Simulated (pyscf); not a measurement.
A first-order saddle from PySCF, ωB97X-D3(BJ)/def2-SVP:

```xyz
10

Si    -1.0075    -0.5430     0.3545
Si     0.4566     1.0696    -0.4619
H     -2.1793    -1.2303    -0.7232
H     -1.4119    -0.5720     1.7815
H     -0.3373    -1.8750     0.1468
H      0.1811     2.3871     0.1737
H      1.8789     0.6804    -0.2307
H      0.2231     1.1782    -1.9320
F     -2.4277     0.7506    -0.0610
H     -2.5352    -0.3547    -0.6056
```
Charge 0, spin multiplicity 1.

Surface: singlet, charge 0. Lowest wavenumbers (cm⁻¹): 1177i, 112, 137, 174, 392.

Problem. What reaction is this the transition state of?

Solution. H₃Si–SiH₃ + HF ⇌ F–SiH₂–SiH₃ + H₂, a four-centre exchange read from left to right: H–Si, F–H broken and F–Si, H–H formed. At ωB97M-D3(BJ)/def2-TZVP it lies +31.1 kcal/mol from the left side and +55.1 kcal/mol from the right (each side as separated species at their lowest minima found). At the saddle there is also a short H–Si contact that neither side keeps. This is the saddle that the search found; another between the same sides may lie lower.
